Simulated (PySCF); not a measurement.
## Working out the ionisation energy of P

P [Ne] 3s2 3p3 (4S) → P⁺ [Ne] 3s2 3p2 (3P). Calculation: PySCF 2.14, in def2-QZVPPD; no relativity, point nucleus. Frozen: [Ne]. Energies in hartree (1 hartree = 27.21139 eV):

| part | P (lower) | P⁺ (upper) |
| --- | --- | --- |
| UHF | -340.719050 | -340.355018 |
| CCSD correlation | -0.105413 | -0.085637 |
| (T) | -0.004615 | -0.002672 |

Q: What does Hartree-Fock give?

A: (-340.355018) − (-340.719050) = 0.364032 hartree = 9.906 eV.

Q: What do CCSD and CCSD(T) give?

A: The CCSD correlation energies differ by 0.019776 hartree = 0.538 eV and the triples by 0.001943 hartree = 0.053 eV, so CCSD gives 10.444 eV and CCSD(T) 10.497 eV.

Measured between the centres of the two terms (NIST): 10.526 eV, so CCSD(T) (valence) is off by -0.029 eV.

What remains against the reference includes basis incompleteness, the frozen core and higher excitations.
